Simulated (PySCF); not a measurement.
Molecule: SMILES C(C)[C@@H]1C[C@H]1F, C5H9F.

Cartesian coordinates in Å; atom numbers follow the order of the lines, from 1:
```xyz
15

C     1.8317   -0.8400   -0.0481
C     0.6691   -0.1892    0.6857
C    -0.6321   -0.2945   -0.0684
C    -0.9720    0.6723   -1.1840
C    -1.7146    0.7077    0.1055
F    -3.0007    0.2723    0.1131
H     2.7715   -0.7459    0.5168
H     1.6463   -1.9134   -0.2121
H     1.9835   -0.3782   -1.0364
H     0.8946    0.8761    0.8677
H     0.5473   -0.6474    1.6825
H    -0.9989   -1.3147   -0.2310
H    -1.5135    0.2743   -2.0457
H    -0.2768    1.4868   -1.4087
H    -1.5651    1.5469    0.7947
```

Geometry PBE0-D3(BJ)/def2-SVP throughout; GIAO in PySCF 2.14.0 with density-fitted response routines, gas phase, one conformer, non-relativistic; equivalent atoms averaged; functional PBE0.

For orientation, 6-311+G(2d,p) gives these absolute shieldings σ: C1 173.2, C3 164.2, C4 173.8, H15 27.59, H11 29.51, H13 30.68, H12 30.56, H14 31.35, H10 31.29 ppm.

A run gave: C1 172.4, C3 164.5, C4 174.3, H15 27.51, H11 29.47, H13 30.65, H12 30.54, H14 31.27, H10 31.19 ppm (absolute shieldings σ).

Which basis set was used in that run?
A. def2-SVP
B. def2-TZVP
C. 6-31G
D. 6-31G*

## Answers

B. C3 tells them apart best: def2-TZVP gives 164.5, def2-SVP gives 174.0, 6-31G* gives 174.6, 6-31G gives 178.4 ppm.
